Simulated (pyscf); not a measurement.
PySCF, gas phase, ωB97X-D3(BJ)/def2-SVP geometries.

cyclic H₈Si₅ (SMILES [Si]1[SiH2][SiH2][SiH2][SiH2]1) [singlet] + H₂ → cyclic H₁₀Si₅ (SMILES [SiH2]1[SiH2][SiH2][SiH2][SiH2]1)
Surface: singlet. Broken: H–Si, H–H. Formed: H–Si, H–Si, H–Si. Give ΔE‡ and ΔE from ωB97M-D3(BJ)/def2-TZVP, relative to the separated reactants.

ΔE‡ = 20.9 kcal/mol, ΔE = -53.9 kcal/mol. Zero-point energy shifts the barrier by +2.1 kcal/mol. It is a multi-bond step, with an imaginary mode of 1026i cm⁻¹. At the saddle there is also a short H–Si contact that neither side keeps. cyclic H₈Si₅ (SMILES [Si]1[SiH2][SiH2][SiH2][SiH2]1) [singlet] lies 8.2 kcal/mol over its isomer cyclic H₈Si₅ (SMILES [SiH]1=[SiH][SiH2][SiH2][SiH2]1), and others may lie lower still (electronic energy, ωB97M-D3(BJ)). One saddle was located; it need not be the lowest between these sides.
